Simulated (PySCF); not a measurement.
Structure problem from calculated spectra and properties.

Formula: C3H5N3.

* Polarisability: 53.2 au [PBE0/def2-SVPD]
* Rotational structure: rotational constants A, B, C: 9.721, 3.819, 2.790 GHz [GFN2-xTB]
* UV, first state: lowest singlet excitation: 6.21 eV (200 nm, f = 0.005) [TDDFT PBE0/def2-SVPD]
* UV, strongest line: among the 6 lowest singlet transitions: S2 at 6.98 eV (178 nm, f = 0.109) [TDDFT PBE0/def2-SVPD]
* 13C NMR: chemical shifts (computed TMS as zero) by class: 155.5 (1 C), 147.4 (1 C), 36.4 (1 C) ppm [GIAO PBE0/pcSseg-1]
* 1H NMR: chemical shifts (computed TMS as zero) by class: 7.89 (1 H), 7.87 (1 H), 4.06 (3 H) ppm [GIAO PBE0/pcSseg-1]
* Dipole: 3.32 D [PBE0/def2-SVPD]
* Triplet: lowest triplet excitation (Tamm–Dancoff): 4.89 eV [TDA PBE0/def2-SVPD]
* NMR, other nuclei: isotropic shieldings of nuclei other than C and H, by class: -71 (1 N), -29 (1 N), 36 (1 N) ppm [GIAO PBE0/pcSseg-1]

The electronic properties come from PySCF, for the isolated species, density fitting. Levels stand in brackets. Isolated species at its GFN2-xTB geometry, gas phase. Each NMR value is the plain mean over a class of atoms that symmetry, rotation or inversion makes alike.

**Question.** Propose a structure and show how it fits.

**Answer.** Numbering: `[CH3:1][n:2]1[cH:3][n:4][cH:5][n:6]1`. Its formula, C3H5N3, gives 3 degrees of unsaturation: 1 ring and 2 π bonds in the structure found (Kekulé form). 3 carbons fall into 3 classes; from least to most shielded: aromatic CH next to a ring nitrogen [C5] (155.5 ppm), aromatic CH next to a ring nitrogen [C3] (147.4 ppm), N-methyl carbon [C1] (36.4 ppm). Hydrogen classes from least to most shielded: 1 H on an aromatic CH next to a ring nitrogen, C5 (7.89 ppm), 1 H on an aromatic CH next to a ring nitrogen, C3 (7.87 ppm), 3 H on an N-methyl carbon, C1 (4.06 ppm). The other shieldings belong to: -71 ppm, pyridine-type nitrogen [N6]; -29 ppm, pyridine-type nitrogen [N4]; 36 ppm, pyrrole-type nitrogen [N2]. By its constants the optimised geometry is an asymmetric top. Structure: 1-methyl-1,2,4-triazole, `n1(C)ncnc1`. Computed isomers that give other values at the same levels: `Cn1nccn1` (13C chemical shifts (computed TMS as zero) by class: 138.4 (2 C), 41.6 (1 C) ppm); `Cn1cnnc1` (lowest singlet excitation: 5.64 eV (220 nm, f = 0.000)); `Cn1ccnn1` (13C chemical shifts (computed TMS as zero) by class: 139.1 (1 C), 129.1 (1 C), 36.2 (1 C) ppm). The assignments are read from this structure; whether some other isomer fits the data as well wasn't checked.
